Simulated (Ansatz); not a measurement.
A relaxed structure of BAs. Method: PBE (plane waves to 420 eV, PAW, scalar-relativistic; Ansatz, a quantum-chemistry and plane-wave program).

```cif
data_AsB
_chemical_formula_sum 'B1 As1'
_space_group_name_H-M_alt 'P 1'
_space_group_IT_number 1
_cell_length_a 3.40060
_cell_length_b 3.40060
_cell_length_c 3.40060
_cell_angle_alpha 60.000
_cell_angle_beta 60.000
_cell_angle_gamma 60.000
loop_
_space_group_symop_operation_xyz
  'x, y, z'
loop_
_atom_site_label
_atom_site_type_symbol
_atom_site_fract_x
_atom_site_fract_y
_atom_site_fract_z
_atom_site_occupancy
B1 B 0.50000 0.50000 0.50000 1
As1 As 0.25000 0.25000 0.25000 1
```

Q: Determine the symmetry and give the standard cell with its independent sites.

A: Space group F-43m (No. 216); a = b = c = 4.809 Å, α = β = γ = 90.00°

```csv
atom,site,symmetry,x,y,z
B,4b,-43m,0.5000,0.5000,0.5000
As,4d,-43m,0.7500,0.7500,0.7500
```

This is the zinc blende type.

Q: Give the shortest distances between elements (the closest pairs, up to four, under 3.6 Å).

A: As–B 2.08 Å; B–B 3.40 Å; As–As 3.40 Å.

```yaml
volume_per_atom: 13.90 Å³
density: 5.12 g/cm³
band_gap: 1.21 eV, indirect (valence top at Γ, conduction bottom at 82 % of the way from Γ to X) (no spin-orbit coupling)
smallest_direct_gap: 3.25 eV at Γ
```

No spin polarisation in the result.

Measured for BAs: a 4.777 Å (room temperature; as listed in M J Lucero, T M Henderson, G E Scuseria, Journal of Physics Condensed Matter (2012)); gap 1.82 eV (room temperature; as listed in Joon Sang Kang et al., Applied Physics Letters (2019)). Computed minus measured — a: PBE +0.7 %; gap: PBE -0.61 eV. The computed values are for a static lattice, and a measured gap can be an optical one, lowered by exciton binding.

The run could not lose the symmetry of its start; a randomly shaken copy of 4 atoms returns to this structure.
